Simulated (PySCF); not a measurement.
# UHF/3-21G run of AlO (oxoaluminum)

Aim: the vertical ionisation energy of AlO (oxoaluminum) at UHF/3-21G, from 2 runs. 

The results are computed with PySCF 2.14.0.

2 further runs of the same task are left out: 2 set aside as unsound or not needed.

### Step 1. The system as given

The species is AlO (2 atoms), meant as a doublet with charge 0. As SMILES, `[O]=[Al]`. Geometry: a GFN2-xTB relaxation, a rough one for these elements and not checked as a minimum.

Bond lengths: O1–Al2 1.570 Å.

### Step 2. The energy at UHF/3-21G

File run.py:

```python
from pyscf import gto, scf

mol = gto.Mole()
mol.atom = '''
O      0.000000     0.000000     0.000000
Al     0.000000     0.000000     2.966965
'''
mol.verbose = 3
mol.max_memory = 1860
mol.basis = '3-21g'
mol.charge = 0
mol.spin = 1
mol.unit = 'bohr'
mol.build()

calc0 = scf.UHF(mol)
calc0.conv_tol = 1e-10
calc0.kernel()
if not calc0.converged:
    calc0 = calc0.newton().run(calc0.mo_coeff, calc0.mo_occ)

energy = calc0.e_tot
print('E = %.10f Eh' % energy)
```

The run is started by

```bash
OMP_NUM_THREADS=1 python run.py
```

The program printed:

```text
converged SCF energy = -314.975719765584  <S^2> = 0.84015456  2S+1 = 2.0882093
E = -314.9757197656 Eh
```

Wall time 0.68 s (1 thread of Arm Neoverse V1, shared host); peak memory 0.099 GiB.

### Step 3. The singlet cation

File job.py:

```python
from pyscf import gto

mol = gto.Mole()
mol.atom = '''
O      0.000000     0.000000     0.000000
Al     0.000000     0.000000     2.966965
'''
mol.basis = '3-21g'
mol.unit = 'bohr'
mol.verbose = 3
mol.max_memory = 1860
mol.charge = 1
mol.build()

myscf = mol.RHF()
myscf.conv_tol = 1e-10
myscf.kernel()
if not myscf.converged:
    myscf = myscf.newton().run(myscf.mo_coeff, myscf.mo_occ)

e_tot = myscf.e_tot
print('Final energy', e_tot)
```

The run is started by

```bash
OMP_NUM_THREADS=1 python job.py
```

The program printed:

```text
converged SCF energy = -314.613487282215
Final energy -314.6134872822146
```

Run time: 0.79 s. Hardware: 1 thread of Arm Neoverse V1, shared host; peak memory 0.12 GiB.

### Step 4. Outcome

At UHF/3-21G:

```
                                          quantity          value
                         doublet AlO: total energy  -314.97572 Eh
                        doublet AlO: dipole moment         4.75 D
   doublet AlO: HOMO energy (highest over α and β)      -10.03 eV
    doublet AlO: LUMO energy (lowest over α and β)       -0.88 eV
                                 doublet AlO: ⟨S²⟩          0.840
                      singlet cation: total energy  -314.61349 Eh
                       singlet cation: HOMO energy      -18.93 eV
                       singlet cation: LUMO energy       -9.20 eV
                     singlet cation: HOMO–LUMO gap        9.73 eV
vertical ionisation energy (to the singlet cation)       9.857 eV
```

The vertical ionisation energy comes to 9.86 eV (227 kcal/mol). Only the singlet of the ionised species was computed; a triplet could lie lower.
